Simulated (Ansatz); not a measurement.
in.yaml

```yaml
crystal:
  periodic: [false, false, false]
  atoms:
    - {symbol: Ge, position_ang: [0.000000, 0.000000, 0.000000]}
    - {symbol: Ga, position_ang: [0.000000, 0.000000, 8.458000]}
basis:
  gaussian: {orbitals: cc-pVDZ}
magnetization: {spin_polarized: false, initial_magnetization: 3}
correlation: {method: ccsd_t, electrons: outside_noble_gas}
```

```sh
$ ansatz run in.yaml --threads 1 --pin off --events-out ev --progress --plain --max-ram 2393MiB
```

Output:

```
650 factors; integrals over basis functions are off by at most 5.3e-5 eV
mean field evaluation 1: about -108800.6072 eV, gradient 7.5e0 eV
mean field evaluation 2: about -108800.6073 eV, gradient 7.5e0 eV
mean field evaluation 4: about -108779.7252 eV, gradient 1.9e1 eV
mean field evaluation 8: about -108804.1211 eV, gradient 6.0e-2 eV
mean field evaluation 16: about -108800.7038 eV, gradient 6.1e0 eV
mean field evaluation 32: about -108800.9390 eV, gradient 1.2e-2 eV
mean field evaluation 64: about -108804.1199 eV, gradient 3.4e-2 eV
mean field evaluation 96: about -108803.9066 eV, gradient 3.1e0 eV
mean field evaluation 128: about -108804.1188 eV, gradient 3.6e-3 eV
mean field evaluation 160: about -108804.1209 eV, gradient 3.8e-3 eV
...
mean field evaluation 1088: about -108800.9390 eV, gradient 9.9e-4 eV
mean field -108804.12091483 eV, -3998.4776935380 hartree, gradient 1.3e-6 eV, S^2 3.750000; 25 other end points of the search recorded, 0 dependent functions left out
mean field evaluation 1120: about -108804.2912 eV, gradient 9.0e-3 eV
mean field evaluation 1152: about -108804.2872 eV, gradient 2.0e-1 eV
mean field evaluation 1184: about -108804.2917 eV, gradient 1.6e-4 eV
mean field evaluation 1216: about -108804.2889 eV, gradient 2.6e-1 eV
mean field evaluation 1248: about -108804.2867 eV, gradient 2.6e-1 eV
mean field evaluation 1280: about -108804.2891 eV, gradient 1.8e-2 eV
mean field evaluation 1312: about -108800.7760 eV, gradient 6.7e-1 eV
determinant -108804.12091483 eV, -3998.4776935380 hartree, with singles and doubles -108806.99159884 eV, -3998.5831892294 hartree
determinant -108804.11888515 eV, -3998.4776189486 hartree, with singles and doubles -108806.98976103 eV, -3998.5831216914 hartree
determinant -108804.11809202 eV, -3998.4775898017 hartree, with singles and doubles -108806.98906589 eV, -3998.5830961452 hartree
determinant -108804.11610832 eV, -3998.4775169019 hartree, with singles and doubles -108806.98735289 eV, -3998.5830331938 hartree
determinant -108804.11609441 eV, -3998.4775163910 hartree, with singles and doubles -108806.98728782 eV, -3998.5830308026 hartree
determinant -108800.93901937 eV, -3998.3607610367 hartree, with no singles and doubles
determinant -108804.12091483 eV, -3998.4776935380 hartree, with singles and doubles -108806.99190694 eV, -3998.5832005522 hartree
determinant -108804.11888515 eV, -3998.4776189486 hartree, with singles and doubles -108806.99009673 eV, -3998.5831340282 hartree
determinant -108804.11809202 eV, -3998.4775898017 hartree, with singles and doubles -108806.98939757 eV, -3998.5831083343 hartree
determinant -108804.11610832 eV, -3998.4775169019 hartree, with singles and doubles -108806.98768931 eV, -3998.5830455569 hartree
determinant -108804.11609441 eV, -3998.4775163910 hartree, with singles and doubles -108806.98762395 eV, -3998.5830431552 hartree
mean field evaluation 1344: about -108804.1209 eV, gradient 1.7e-5 eV
28 core orbitals not correlated: weight in the atoms' cores, before any rotation towards them, 1.000 or more for the frozen orbitals, at most 0.000 for the correlated occupied ones
reference -108804.12091483 eV, -3998.4776935380 hartree; 5, 2 occupied and 21, 24 virtual orbitals, 650 factors
second order -1.93728271 eV of doubles, -0.09793227 eV of singles
cycle   1  -2.87099186 eV  change    2.5e-7 eV  update   5.8e-7
perturbative correction -0.03697098 eV, -0.0013586584 hartree
Total energy: -108807.02887767 eV, -3998.5845592013 hartree
```

For the same geometry and basis full CI lies 15.7 meV lower.

Ran on 1 thread of Arm Neoverse V2, shared host: 27 s wall, 0.2 GiB peak host memory.
